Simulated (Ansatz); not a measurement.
B3H9 (relaxed from a model of (H2B-mu-H)3, whose bonding it doesn't keep). The state is a singlet with charge 0. Geometry PBE-D4/def2-TZVP; atoms count from 1.

```xyz
12

B     1.092   -0.182   -0.060
H     1.433   -1.290    0.213
H     1.978    0.587   -0.364
H     0.784    0.658    0.904
B    -0.460    0.236    0.981
H    -0.733    1.318    1.454
H    -0.717   -0.710    1.657
H    -1.253    0.546   -0.020
B    -0.649   -0.265   -0.861
H    -0.988   -1.406   -0.911
H    -1.054    0.451   -1.751
H     0.568    0.058   -1.242
```

Q: Estimate the Mulliken populations from the PBE0/def2-TZVP orbitals of Ansatz.

A: 
```
atom  charge (e)
  B1       -0.31
  H2        0.02
  H3        0.09
  H4        0.21
  B5       -0.31
  H6        0.09
  H7        0.02
  H8        0.21
  B9       -0.31
 H10        0.02
 H11        0.09
 H12        0.21
```
Mulliken values depend strongly on the basis.

Q: And the Mayer bond orders between heavy atoms (over 0.3)?

A: B1–B5 0.43 (1.91 Å); B1–B9 0.43 (1.92 Å); B5–B9 0.43 (1.92 Å).
